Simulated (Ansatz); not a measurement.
Rutile MnF₂ was calculated with PBE (Ansatz, a quantum-chemistry and plane-wave program, plane waves, PAW).

Settings: plane-wave cutoff 500 eV, 8×8×12 k mesh (along the axes of the cell as run), Fermi–Dirac smearing 0.05 eV, ferromagnetic start, spin-polarised with parallel moments, scalar-relativistic PAW data made under PBE.

Computed at the level's own relaxed cell.

Q: Estimate the volume per atom, magnetic moment (largest site, within a sphere) and band gap that the calculation returns.

A: 
- volume per atom = 13.64 Å³/atom
- magnetic moment (largest site, within a sphere) = 4.22 μB
- band gap = 1.19 eV (on the SCF k mesh)

Measured, for comparison: band gap 9.9 eV (temperature not stated, no zero-point or thermal correction, the source doubts the polymorph; as tabulated in Das and Bazhirov (2019), arXiv:1808.05325). Computed (rounded) less measured: band gap not scored (a reference that its source doubts or gives as a wide range).

Moments are spin moments.

Computed values are for the static lattice.

Computing time: around 6 core-minutes (rough).
